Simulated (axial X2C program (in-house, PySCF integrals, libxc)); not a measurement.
# Potential curves of AlH, with spin–orbit coupling

Computed with an axial X2C code built on PySCF integrals. Two-component (2c) means X2C with spin–orbit coupling and atomic mean-field two-electron Coulomb and Gaunt terms. Basis: Al dyall-v3z [8s8p2d1f], H dyall-v3z [6s2p1d] (cores contracted in-house); Gaussian nuclei, density fitting, unrestricted open shells. Masses: Al 26.982 u, H 1.008 u.

State: Ω = 0 (closed shell). Energies in eV from the fragments at the same level (Al + H). Fits are polynomials in 1 − R0/R over 0.85 to 1.23 times the lowest point R0.

```json
{"R (Å)": "1.4520", "B97-3": "-2.8048"}
{"R (Å)": "1.5188", "B97-3": "-2.9753"}
{"R (Å)": "1.5689", "B97-3": "-3.0512"}
{"R (Å)": "1.6189", "B97-3": "-3.0911"}
{"R (Å)": "1.6690", "B97-3": "-3.1016"}
{"R (Å)": "1.7274", "B97-3": "-3.0836"}
{"R (Å)": "1.7858", "B97-3": "-3.0397"}
{"R (Å)": "1.8609", "B97-3": "-2.9542"}
{"R (Å)": "1.9527", "B97-3": "-2.8176"}
{"R (Å)": "2.0863", "B97-3": "-2.5797"}
```

One determinant describes the state; a PBE0 search over occupations chose it and may have missed a lower one. The closed shell is kept restricted, so the energy runs too high when the bond is stretched far. Dissociation energies refer to the lowest single-determinant-based atoms at the same level and basis. In 2c an atomic determinant is not the ground J level, so De misses part of the atomic spin–orbit lowering. This holds for B97-3. The functionals have no current-density term, which raises determinants with orbital currents, atoms included.

(1) What are Re, ωe and De at the B97-3 level?

Results:

(1) At B97-3, 2c: Re = 1.664 Å, ωe ≈ 1660 cm⁻¹, De = 3.10 eV to Al + H; Be follows as 6.27 cm⁻¹.
